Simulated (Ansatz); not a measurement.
A made-up structure of CH3AlN, doublet:

```csv
atom,x (Å),y (Å),z (Å)
N1,-1.0343,-0.5415,-1.0962
C2,-0.2113,0.1969,-0.4661
Al3,0.7209,-0.2446,1.2542
H4,-1.1823,-1.4320,-0.6136
H5,0.6645,-1.7373,1.5352
H6,1.7229,0.8505,1.8656
```

It is relaxed with PBE-D4/def2-SVP and then PBE0-D4/def2-TZVP (Ansatz 0.2.0). Atoms count as bonded within 1.22 times the sum of their covalent radii (H–H: 0.88 Å). The end point is not checked to be a true minimum.

(1) Does its bonding change? (A judgement: the text doesn't fix the answer.)

## Answers

(1) The calculation gives: No: no bond forms or breaks.

Where it ends: The first stage lowers the energy by 0.98 eV in 13 steps. It ends as CH₃AlN ([NH][C][AlH2]):
```csv
atom,x (Å),y (Å),z (Å)
N1,-0.9021,-0.6182,-1.1624
C2,-0.2427,-0.5328,-0.1578
Al3,0.9698,-0.3998,1.3027
H4,-1.9223,-0.6543,-1.1911
H5,1.4371,-1.7677,1.9331
H6,1.3407,1.0648,1.7545
```

Labels in which every atom is bracketed show which atoms are joined, not bond orders.

For scale, one of the runs: PBE0-D4/def2-TZVP relaxation, 117 basis functions, launched by `ansatz run in.yaml --threads 2 --pin off --events-out ev --progress --plain --max-ram 4352MiB`. Hardware: 2 CPU threads of an Arm Neoverse V2, shared host. Wall time about 15 s.
